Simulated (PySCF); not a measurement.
Rigid-rotor lines calculated for a species of formula C3H2S (commonest isotopes; PySCF, PBE0-D3(BJ)/def2-TZVP geometry optimisation, gas phase), labelled J(Ka,Kc):

```csv
transition,MHz
"1(1,1) ← 0(0,0)",46311.5
"1(0,1) ← 0(0,0)",6048.9
"2(1,2) ← 1(1,1)",11887.3
"2(1,1) ← 1(1,0)",12308.4
"2(0,2) ← 1(0,1)",12097.1
```

(1) Find the rotational constants.

(2) What moments of inertia, asymmetry and inertial defect follow?

(3) Which dipole components do these lines need?

(4) Where do these fall, and of which type are they? 2(1,1) ← 2(1,2); 1(1,0) ← 1(0,1); 2(2,0) ← 1(1,1); 2(2,1) ← 1(1,0); 2(1,1) ← 2(0,2); 2(2,0) ← 2(1,1); 2(1,2) ← 1(0,1); 2(2,1) ← 2(1,2).

(5) Which structure gave them?

Results:

(1) 1(0,1) ← 0(0,0) is B + C, 2(1,1) ← 1(1,0) is 3B + C and 2(1,2) ← 1(1,1) is B + 3C, so B − C is half the difference of the last two, 210.6 MHz. 1(1,1) ← 0(0,0) is A + C. A = 43392.3, B = 3129.7, C = 2919.2 MHz.

(2) I = 505379 MHz·u·Å² over each constant: Ia = 11.65, Ib = 161.48, Ic = 173.12 u·Å²; κ = (2B − A − C)/(A − C) = -0.990 (near-prolate asymmetric top); Δ = Ic − Ia − Ib = 0.00 u·Å².

(3) μa and μb (a-type: ΔKa even, ΔKc odd; b-type: both odd). The calculation gives |μa| = 2.09 D, |μb| = 0.69 D, |μc| = 0.00 D.

(4) 
| transition | MHz | type | branch |
| --- | --- | --- | --- |
| 2(1,1) ← 2(1,2) | 632 | a | Q |
| 1(1,0) ← 1(0,1) | 40473 | b | Q |
| 2(1,1) ← 2(0,2) | 40685 | b | Q |
| 2(1,2) ← 1(0,1) | 52150 | b | R |
| 2(2,0) ← 2(1,1) | 120789 | b | Q |
| 2(2,1) ← 2(1,2) | 121419 | b | Q |
| 2(2,1) ← 1(1,0) | 133096 | b | R |
| 2(2,0) ← 1(1,1) | 133308 | b | R |

(5) thiopropynal (`C#CC=S`), point group Cs. Three constants can't fix a structure by themselves; this is the one that was computed:
```
atom  x, y, z in Å
C1     1.561   -0.106   -0.069
C2     0.362    0.000   -0.018
C3    -1.035    0.159    0.047
S4    -2.107   -1.046   -0.080
H5     2.619   -0.223   -0.116
H6    -1.375    1.186    0.193
```

No PBE0-D3(BJ)/def2-TZVP frequencies stand behind this structure, so it isn't proved a minimum. These are rigid-rotor constants of the computed structure; measured ground-state constants (B0) also hold zero-point vibration.

Hardware: an Arm Neoverse V2 with one thread, no GPU (shared host). Cost: 34 s of wall time, 0.53 GiB resident at most. These figures are those of the optimisation.
